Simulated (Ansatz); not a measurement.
`COC1=NC1`, 10 atoms. Charge 0, multiplicity 1. All runs use 2 threads of an Arm Neoverse V1 on a shared host. Correlated methods freeze the cores.

Q: Give the basis size and wall time and peak host memory of each of these runs in Ansatz. RKS HSE06 (plane-wave form)-D4/def2-TZVPP energy; RKS PBE0-D4/def2-QZVPP energy; RKS ωB97M-V/def2-QZVPP energy; RKS SPW92 (LDA)/def2-TZVPP energy; direct RPA on PBE orbitals/def2-TZVPP energy; RKS PBE0-D4/def2-SVP energy; RKS ωB97M-V/def2-SVP energy; RHF-CCSD(T)/def2-SVP energy; RKS CAM-B3LYP-D4/def2-TZVPP energy; RKS PBE0-D4/def2-TZVP relaxation (6 steps); RHF-MP2/def2-QZVPP energy; RKS PBE-D4/def2-TZVPP energy and forces. (Estimate.)

A: Ansatz gave: Other jobs shared the machine, so times are rough.

```json
{"level": "RKS PBE0-D4/def2-SVP", "job": "energy", "functions": "95", "wall time": "1.3 s", "peak host memory (GiB)": "0.18"}
{"level": "RKS SPW92 (LDA)/def2-TZVPP", "job": "energy", "functions": "225", "wall time": "1.6 s", "peak host memory (GiB)": "0.23"}
{"level": "RKS PBE-D4/def2-TZVPP", "job": "energy and forces", "functions": "225", "wall time": "3.3 s", "peak host memory (GiB)": "0.24"}
{"level": "RKS HSE06 (plane-wave form)-D4/def2-TZVPP", "job": "energy", "functions": "225", "wall time": "3.6 s", "peak host memory (GiB)": "0.44"}
{"level": "RKS CAM-B3LYP-D4/def2-TZVPP", "job": "energy", "functions": "225", "wall time": "4 s", "peak host memory (GiB)": "0.48"}
{"level": "RKS ωB97M-V/def2-SVP", "job": "energy", "functions": "95", "wall time": "5.5 s", "peak host memory (GiB)": "0.25"}
{"level": "RHF-CCSD(T)/def2-SVP", "job": "energy", "functions": "95", "wall time": "6.5 s", "peak host memory (GiB)": "0.4"}
{"level": "direct RPA on PBE orbitals/def2-TZVPP", "job": "energy", "functions": "225", "wall time": "7 s", "peak host memory (GiB)": "0.48"}
{"level": "RKS PBE0-D4/def2-QZVPP", "job": "energy", "functions": "435", "wall time": "9.5 s", "peak host memory (GiB)": "1.1"}
{"level": "RKS ωB97M-V/def2-QZVPP", "job": "energy", "functions": "435", "wall time": "23 s", "peak host memory (GiB)": "1.4"}
{"level": "RKS PBE0-D4/def2-TZVP", "job": "relaxation (6 steps)", "functions": "185", "wall time": "28 s", "peak host memory (GiB)": "0.4"}
{"level": "RHF-MP2/def2-QZVPP", "job": "energy", "functions": "435", "wall time": "30 s", "peak host memory (GiB)": "2.4"}
```
